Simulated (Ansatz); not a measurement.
## Au, pressure series

Consider Au in the fcc (Cu type) structure (space group Fm-3m, No. 225; a = 4.157 Å).

Cell and atoms are relaxed at each pressure.

Method: PBE in Ansatz (plane waves to 420 eV, PAW, no spin-orbit coupling).

```json
[
 {"P (GPa)": "-2.00", "V (Å³/atom)": "18.235"},
 {"P (GPa)": "-1.00", "V (Å³/atom)": "18.095"},
 {"P (GPa)": "0.90", "V (Å³/atom)": "17.846"},
 {"P (GPa)": "2.10", "V (Å³/atom)": "17.701"},
 {"P (GPa)": "4.51", "V (Å³/atom)": "17.432"},
 {"P (GPa)": "9.00", "V (Å³/atom)": "16.995"},
 {"P (GPa)": "15.01", "V (Å³/atom)": "16.509"},
 {"P (GPa)": "22.51", "V (Å³/atom)": "16.007"},
 {"P (GPa)": "30.01", "V (Å³/atom)": "15.586"}
]
```

A third-order Birch–Murnaghan fit to these points gives V₀ = 17.96 Å³/atom, B₀ = 138 GPa and B₀′ = 6.1. At pressure 30 GPa the volume is 86.8 % of V₀.

Measured bulk modulus of Au: 182 GPa (static lattice; corrected from measurement; as listed in Daniel Mejia-Rodriguez, S. B. Trickey, Phys. Rev. B (2018)); the computed value is 24 % below it.

Load acts through the strain it causes; cell and atoms are relaxed under it. No phonon test of stability was made. No other phases were tried under pressure.

Ansatz is a first-principles code.
